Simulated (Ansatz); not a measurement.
Two isomers of C8H18: A = `CC[C@@H](C)[C@H](C)CC`, B = `CC(C)(C)C(C)(C)C`.

Isolated molecules relaxed with PBE0-D4/def2-TZVP in Ansatz; ΔE leaves out vibrations. CCSD(T)/CBS adds triple-zeta CCSD(T) − MP2 to the extrapolated MP2 energy (def2 sets, frozen cores). DFT in def2-TZVPP. B3LYP here is the variant with VWN-RPA as its local correlation; programs differ in this. Each species was taken in one conformer, which may not be the lowest.

A:

Z-matrix (Å, degrees):
```
C
C 1 1.519
H 1 1.092 2 112.1
H 1 1.094 2 111.1 3 -120.4
H 1 1.093 2 111.0 3 120.0
C 2 1.529 1 115.1 3 67.3
H 2 1.096 1 109.0 3 -171.7
H 2 1.096 1 109.7 3 -56.7
C 6 1.539 2 113.4 1 -55.1
C 6 1.523 2 109.7 1 177.1
H 6 1.100 2 106.8 1 61.0
C 9 1.523 6 113.1 2 -60.6
C 9 1.529 6 111.4 2 172.7
H 9 1.098 6 106.4 2 57.2
H 10 1.092 6 112.2 2 -175.3
H 10 1.093 6 110.4 2 -55.4
H 10 1.094 6 111.4 2 63.6
H 12 1.092 9 111.9 6 56.1
H 12 1.093 9 111.4 6 -64.6
H 12 1.092 9 111.1 6 175.7
C 13 1.520 9 114.1 6 -163.7
H 13 1.096 9 108.6 6 -42.1
H 13 1.096 9 109.7 6 73.4
H 21 1.093 13 111.1 9 177.0
H 21 1.092 13 112.0 9 -63.1
H 21 1.094 13 111.0 9 57.2
```

B:

Z-matrix (Å, degrees):
```
C
C 1 1.530
H 1 1.092 2 111.9
H 1 1.093 2 109.7 3 -119.1
H 1 1.093 2 112.2 3 121.7
C 2 1.530 1 107.7 3 54.1
C 2 1.530 1 107.7 3 170.0
C 2 1.571 1 111.2 3 -67.9
H 6 1.092 2 111.9 1 170.0
H 6 1.093 2 112.2 1 -68.3
H 6 1.093 2 109.7 1 50.9
H 7 1.093 2 112.2 1 175.9
H 7 1.093 2 109.7 1 -64.9
H 7 1.092 2 111.9 1 54.2
C 8 1.530 2 111.2 1 47.8
C 8 1.530 2 111.2 1 167.8
C 8 1.530 2 111.2 1 -72.2
H 15 1.093 8 112.2 2 53.8
H 15 1.092 8 111.9 2 -67.9
H 15 1.093 8 109.7 2 173.0
H 16 1.093 8 112.2 2 53.8
H 16 1.093 8 109.7 2 173.0
H 16 1.092 8 111.9 2 -67.9
H 17 1.093 8 112.2 2 53.8
H 17 1.092 8 111.9 2 -67.9
H 17 1.093 8 109.7 2 173.0
```

Which is lower in electronic energy at CCSD(T)/CBS, and by how much? (Best estimate.)

Ansatz gave: B, by 1.8 kcal/mol.

Give E(B) − E(A) in kcal/mol with B3LYP, PBE0-D4, PBE-D4, BLYP-D4, CCSD(T)/def2-TZVPP, B3LYP-D4, B2PLYP. (Best estimate.)

The calculation gave: B3LYP 3.5, PBE0-D4 0.2, PBE-D4 0.2, BLYP-D4 0.1, CCSD(T)/def2-TZVPP -2.2, B3LYP-D4 0.4, B2PLYP 0.8. The order is the other way round with B3LYP, PBE0-D4, PBE-D4, B3LYP-D4, B2PLYP.

Largest T1 diagnostic: 0.009.

Leaving LDA and LC-ωPBE aside and taking each functional with its dispersion term where it has one, the values, not all of them listed here, spread over 2.2 kcal/mol, from ωB97M-V to B2PLYP. LDA lies −4.4 kcal/mol from PBE without D4. The D4 term adds −3.0 kcal/mol with B3LYP and −1.6 kcal/mol with PBE0; it sums over pairs of atoms, weighted by their polarisabilities, and B3LYP, whose exchange is more repulsive, gets the larger term.
